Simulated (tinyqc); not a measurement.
Inside a calculation. Method: coupled-perturbed Hartree-Fock on RHF in the sto-3g basis, for BH3, spin multiplicity 1. One step of it, computed by the program tinyqc.

Task: Iteration 8 (converged): orbitals. Diagonalise F' = X^T F X, C = X C', fill 4 alpha and 4 beta electrons from the bottom; D = 2 C_occ C_occ^T. Each column has its largest component positive (the first on a tie).

converged F (hartree), lower triangle:
```
            1B 1s      1B 2s     1B 2px     1B 2py    1B 2pz      2H 1s      3H 1s      4H 1s
1B 1s   -7.419883
1B 2s   -2.175900  -1.065368
1B 2px   0.000000  -0.000040  -0.144687
1B 2py   0.000000   0.000000   0.000000  -0.144847
1B 2pz  -0.000602   0.006276   0.000002   0.000000  0.243058
2H 1s   -0.428566  -0.495084  -0.374420   0.000000  0.006709  -0.336704
3H 1s   -0.428554  -0.495098   0.187090  -0.324325  0.006708  -0.109096  -0.336730
4H 1s   -0.428554  -0.495098   0.187090   0.324325  0.006708  -0.109096  -0.108966  -0.336730
```

X, lower triangle:
```
            1B 1s      1B 2s     1B 2px     1B 2py    1B 2pz      2H 1s      3H 1s     4H 1s
1B 1s    1.033093
1B 2s   -0.174096   1.320475
1B 2px  -0.000011   0.000093   1.160538
1B 2py   0.000000   0.000000   0.000000   1.160726
1B 2pz   0.000837  -0.007446  -0.000002   0.000000  1.000190
2H 1s    0.026533  -0.283932  -0.304317   0.000000  0.007279   1.201308
3H 1s    0.026529  -0.283898   0.152026  -0.263637  0.007278  -0.011901   1.201302
4H 1s    0.026529  -0.283898   0.152026   0.263637  0.007278  -0.011901  -0.011968  1.201302
```

Give: F' = X^T F X; orbital energies; coefficients C; D after iteration 8.

Result:

F' = X^T F X (hartree), lower triangle:
```
         1        2        3        4       5        6        7       8
1  -7.2266
2  -1.1847  -0.2297
3   0.0000   0.0001   0.1700
4   0.0000   0.0000   0.0000   0.1702
5   0.0004  -0.0048   0.0000   0.0000  0.2434
6  -0.0346  -0.3566  -0.4440   0.0000  0.0084   0.0293
7  -0.0346  -0.3566   0.2219  -0.3846  0.0084  -0.0302   0.0293
8  -0.0346  -0.3566   0.2219   0.3846  0.0084  -0.0302  -0.0303  0.0293
```

orbital energies (hartree): MO1 -7.4252, MO2 -0.6308, MO3 -0.4319, MO4 -0.4318, MO5 0.2428, MO6 0.5690, MO7 0.6613, MO8 0.6616

coefficients C:
```
            MO1      MO2      MO3      MO4      MO5      MO6      MO7      MO8
1B 1s    0.9912  -0.2249   0.0000   0.0000  -0.0118  -0.2578  -0.0005   0.0000
1B 2s    0.0345   0.5966   0.0000  -0.0001   0.0514   1.2869   0.0024   0.0000
1B 2px   0.0000   0.0001   0.0000   0.5015   0.0000  -0.0018   1.1109   0.0000
1B 2py   0.0000   0.0000   0.5015   0.0000   0.0000   0.0000   0.0000   1.1112
1B 2pz  -0.0001  -0.0042   0.0000   0.0000   0.9987  -0.0563  -0.0001   0.0000
2H 1s   -0.0057   0.2778   0.0000   0.5310  -0.0193  -0.6810  -0.8911   0.0000
3H 1s   -0.0057   0.2778   0.4598  -0.2655  -0.0193  -0.6834   0.4436  -0.7708
4H 1s   -0.0057   0.2778  -0.4598  -0.2655  -0.0193  -0.6834   0.4436   0.7708
```

D after iteration 8, lower triangle:
```
          1B 1s    1B 2s   1B 2px   1B 2py   1B 2pz    2H 1s    3H 1s   4H 1s
1B 1s    2.0662
1B 2s   -0.1999   0.7142
1B 2px   0.0000   0.0000   0.5031
1B 2py   0.0000   0.0000   0.0000   0.5030
1B 2pz   0.0017  -0.0050   0.0000   0.0000   0.0000
2H 1s   -0.1362   0.3310   0.5327   0.0000  -0.0023   0.7184
3H 1s   -0.1363   0.3311  -0.2663   0.4612  -0.0023  -0.1276   0.7183
4H 1s   -0.1363   0.3311  -0.2663  -0.4612  -0.0023  -0.1276  -0.1275  0.7183
```
